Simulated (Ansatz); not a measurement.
# B2H (doublet): from Hartree-Fock to the top rungs, cc-pVDZ

An exercise on one series of results from a longer session: the logs are not shown, and one member is left open.

Method: cc-pVDZ, core rule «outside noble gas», up to 2 orbitals frozen; program: Ansatz 0.2.0, Gaussian basis.

To be run: UHF; CCSD(T) on ROHF; CCSD(T) on UHF; BCCD(T) on ROHF; CISD; CCSDT(Q) on ROHF; CCSDT(Q) on UHF; CISDTQ; CCSDTQ on ROHF; CCSDTQ on UHF; CASSCF and MRCISD+Q, 7 electrons in 9 orbitals; CASSCF and NEVPT4(SD), 7 electrons in 9 orbitals; CASSCF and NEVPT2, 7 electrons in 9 orbitals; Full CI; Full CI in the symmetry of the determinant.

10 further runs of the same task are left out: 4 for a known fault of the program, 1 that didn't finish, 5 set aside as unsound or not needed.

### The system

The geometry is a PBE0/def2-TZVP stationary point (not a proven minimum) of the parent state, kept for this charge and spin.

3 atoms, charge 0, spin multiplicity 2.

Atoms are counted from 1 here; the program's logs count them from 0.

Bond lengths: B1–B2 1.520 Å, B1–H3 1.178 Å. Angles: B2–B1–H3 180.0°.

The first run:

The input, in.yaml:

```yaml
crystal:
  periodic: [false, false, false]
  atoms:
    - {symbol: B, position_ang: [0.000000, 0.000000, 0.114060]}
    - {symbol: B, position_ang: [0.000000, 0.000000, -1.406367]}
    - {symbol: H, position_ang: [0.000000, 0.000000, 1.292307]}
basis:
  gaussian: {orbitals: cc-pVDZ}
magnetization: {spin_polarized: true, initial_magnetization: 1}
hamiltonian: {xc: hf}
output: {orbitals: {seedname: orbitals}}
```

Command:

```bash
> ansatz run in.yaml --threads 1 --pin off --events-out ev --progress --plain --max-ram 4096MiB --backend cpu
```

Steps of the session up to this table: UHF; CCSD(T) on ROHF; CCSD(T) on UHF; BCCD(T) on ROHF; CISD; CCSDT(Q) on ROHF; CCSDT(Q) on UHF; CISDTQ; CCSDTQ on ROHF; CCSDTQ on UHF; CASSCF and MRCISD+Q, 7 electrons in 9 orbitals; CASSCF and NEVPT4(SD), 7 electrons in 9 orbitals; CASSCF and NEVPT2, 7 electrons in 9 orbitals; Full CI; Full CI in the symmetry of the determinant.

One table of the session follows, with a row left open; its other results are not shown here.

| method | from FCI (kcal/mol) |
| --- | --- |
| ROHF | +101.49 |
| RMP2 | +29.02 |
| CISD | +13.57 |
| RCCSD | +8.32 |
| RCCSD(T) | +4.67 |
| BCCD(T) | +4.69 |
| RCCSDT | +1.13 |
| CISDTQ | +1.04 |
| RCCSDT(Q) | -0.09 |
| RCCSDTQ | +0.05 |
| CASSCF valence | +50.32 |
| NEVPT2 valence | +13.03 |
| NEVPT4(SD) valence | +1.36 |
| MRCISD valence | ? |
| MRCISD+Q valence | -0.09 |
| FCI | 0 |

Estimate the missing values for MRCISD valence.

The run gave: from FCI (kcal/mol): +2.11. In the column «from FCI (kcal/mol)» it lies between NEVPT4(SD) valence (+1.36) and RCCSD(T) (+4.67).

Some runs used a GPU and others CPU threads alone; cost is compared among the CPU runs only.

Among the levels timed on like hardware, those that no quicker one beats, quickest first: CISD (0.95 s, +13.57 kcal/mol); BCCD(T) (3.1 s, +4.69 kcal/mol); RCCSD(T) (3.1 s, +4.67 kcal/mol); NEVPT4(SD) valence (7.5 s, +1.36 kcal/mol); MRCISD+Q valence (8 s, -0.09 kcal/mol).

Limits of these values: The report flags that the cluster equations may have other roots. The yardstick is full CI for this spin, exact in this basis with these frozen cores. Left out of the table: UHF, UMP2, UCCSD, UCCSD(T), UCCSDT, UCCSDT(Q), UCCSDTQ (another determinant or state than the rows shown). The program flags RCCSDT(Q), RCCSDTQ as in doubt, so those rows may rest on another solution; read them beside their warnings. RCCSDT(Q), MRCISD+Q valence fall below full CI, which methods that aren't variational can do. Of the multireference levels listed MRCISD+Q valence comes nearest in total energy (-0.09 kcal/mol), which doesn't show that its space is the better one. Warnings in the runs' records: large difference, lower state, other roots.
